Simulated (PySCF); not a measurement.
# H₅NCl+, an ion with solvent molecules: interaction energy

An exercise on one series of results from a longer session: the logs are not shown, and one member is left open.

Computed with PySCF 2.14.0; each step states its level. No surroundings beyond the atoms listed, unless a continuum is named. Atoms count from 0, parts from 1.

## Starting point

7 atoms, charge 1, multiplicity 1; geometry: GFN2-xTB. Parts: 1 = atoms 0–4, `[NH4+]`, charge 1; 2 = atoms 5–6, `Cl`, charge 0.

Set-up of the first run:

Job settings and geometry (Å):

```
{"job": {"xc": "PBE0", "basis": "def2-TZVPD", "d3": "d3bj", "grid": 3, "kind": "geom", "shake": 0.01}, "charge": 1, "multiplicity": 1, "parts": [{"atoms": "0-4", "charge": 1, "multiplicity": 1}, {"atoms": "5-6", "charge": 0, "multiplicity": 1}]}
N      0.001245     0.027048     0.060364
H      0.226154     0.668279    -0.722973
H      0.815596    -0.345113     0.451692
H     -0.612927    -0.741013    -0.305804
H     -0.520679     0.586294     0.759525
Cl    -1.744186    -2.207224    -0.989567
H     -2.092860    -2.638569     0.167050
```

Command:

```
OMP_NUM_THREADS=1 python cluster_run.py task.json out
```

One launch serves the whole session: the jobs run in the order shown.

Among the steps run: Geometry optimisation at PBE0-D3(BJ)/def2-TZVPD; Coupled-cluster interaction energy: CCSD(T) and MP2, 2.17 Å; Coupled-cluster interaction energy: CCSD(T) and MP2, 2.28 Å; Coupled-cluster interaction energy: CCSD(T) and MP2, 2.39 Å; Coupled-cluster interaction energy: CCSD(T) and MP2, 2.06 Å; Coupled-cluster interaction energy: CCSD(T) and MP2, 2.71 Å; Coupled-cluster interaction energy: CCSD(T) and MP2, 1.95 Å; Coupled-cluster interaction energy: CCSD(T) and MP2, 3.25 Å.

One table of the session follows, with a row left open; its other results are not shown here.

It belongs to the step «Coupled-cluster interaction energy: CCSD(T) and MP2, 3.25 Å». 

| method | interaction energy (kcal/mol) |
| --- | --- |
| HF/aug-cc-pVDZ | ? |
| MP2/aug-cc-pVDZ | -4.37 |
| CCSD/aug-cc-pVDZ | -4.27 |
| CCSD(T)/aug-cc-pVDZ | -4.32 |
| HF/aug-cc-pVQZ | -4.05 |
| MP2/aug-cc-pVQZ | -4.40 |
| SCS-MP2/aug-cc-pVQZ | -4.28 |
| MP2, extrapolated | -4.41 |
| CCSD(T), limit estimate | -4.36 |

Estimate the missing values for HF/aug-cc-pVDZ.

**Answer.** interaction energy (kcal/mol): -4.08. In the column «interaction energy (kcal/mol)» it lies between CCSD/aug-cc-pVDZ (-4.27) and HF/aug-cc-pVQZ (-4.05).
